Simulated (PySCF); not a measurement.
Peak assignment

Mapped SMILES: `[CH3:1][CH2:2][CH2:3][C:4]([CH3:5])=[O:6]`. Hydrogens are named by the atom that carries them.

How the numbers were obtained: structure optimised with PBE0-D3(BJ)/def2-TZVP, NMR shieldings at B97-2/pcSseg-2/GIAO, in PySCF 2.14.0 with density-fitted response routines (no solvent, non-relativistic, one conformer, one averaged value for each set of equivalent atoms).

δ = σ(ref) − σ, references computed at the same level: ¹³C, ¹H vs TMS.

Question: Assign these signals to the numbered atoms. ¹³C{¹H} NMR (computed): δ 214.8, 49.0, 31.2, 20.9, 16.2.

Answer: 
| δ (ppm) | atoms | environment | reason |
| --- | --- | --- | --- |
| 214.8 | C4 | ketone carbonyl carbon | the double bond to the heteroatom, with no lone-pair donor beside it, deshields it most |
| 49.0 | C3 | sp3 CH2 α to a carbonyl | the adjacent C=O deshields it moderately |
| 31.2 | C5 | methyl carbon α to a carbonyl | α to the electron-withdrawing carbonyl group |
| 20.9 | C2 | sp3 CH2 | saturated and bonded to C and H only |
| 16.2 | C1 | methyl carbon | saturated and bonded to C and H only |

Question: Assign these signals to the numbered atoms. ¹H NMR (300 MHz, computed): δ 2.38 (t, 2H), 2.09 (s, 3H), 1.56 (m, 2H), 0.90 (t, 3H).

Answer: 
| δ (ppm) | atoms | environment | reason |
| --- | --- | --- | --- |
| 2.38 | H(C3) | hydrogen on an sp3 CH2 α to a carbonyl | α to C=O |
| 2.09 | H(C5) | hydrogen on a methyl carbon α to a carbonyl | α to C=O |
| 1.56 | H(C2) | hydrogen on an sp3 CH2 | – |
| 0.90 | H(C1) | hydrogen on a methyl carbon | far from electronegative atoms and π systems |

Shifts are as computed. Against solution values, carbons near 30 ppm lie about +3 ppm off and those near 130 ppm about +7 ppm. Of 1211 compounds with measured shifts, 218 miss one by over three times the rms of a fit or turn the order of signals round; such compounds aren't used in these exercises. No couplings were computed; multiplicities are counted from neighbouring protons, with m where these are inequivalent, close in shift, in a saturated or five-membered ring or joined by F or P, and br s for small geminal =CH2 splittings.
